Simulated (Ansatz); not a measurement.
We consider hcp Os, described by r²SCAN in Ansatz (plane waves, PAW).

Numerical settings: plane-wave cutoff 500 eV, 20×20×1 k mesh (along the axes of the cell as run), Fermi–Dirac smearing 0.1 eV, scalar-relativistic PAW data made under PBE.

### Question
What does this level give for the surface energy of the (10-11) face and work function of the (10-11) face?

### Answer

surface energy of the (10-11) face: 3.75 J/m²
work function of the (10-11) face: 5.29 eV

The slab of 12 atoms is relaxed and unreconstructed.

Spin–orbit coupling is not included.

Computing time: about 2.4 core-hours (a rough figure).

Ansatz is a quantum-chemistry and plane-wave program.
